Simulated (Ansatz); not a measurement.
Rutile PbO2 was calculated with r²SCAN in Ansatz (plane waves, PAW).

Settings: plane-wave cutoff 560 eV, 12×12×16 k mesh (along the axes of the cell as run), Fermi–Dirac smearing 0.05 eV, scalar-relativistic PAW data made under PBE.

Properties against volume:

Shape and atoms are relaxed at each volume.

| V (Å³/atom) | P (GPa) | direct gap at Γ (eV) | c (Å) | a (Å) |
|---|---|---|---|---|
| 13.542 | 6.17 | 0.428 | 3.395 | 4.892 |
| 13.824 | 2.88 | 0.477 | 3.400 | 4.939 |
| 14.107 | 0.00 | 0.513 | 3.405 | 4.986 |
| 14.389 | -2.51 | 0.538 | 3.408 | 5.033 |
| 14.671 | -4.68 | 0.553 | 3.411 | 5.080 |

The fundamental gap (0.00 eV at the equilibrium volume, on the SCF mesh) lies elsewhere than Γ–Γ.

Note: the bulk modulus comes from volumes at which shape and atoms were relaxed.

Spin–orbit coupling is not included; it can close the smallest gap of 0.00 eV.

Ansatz is an electronic-structure program.
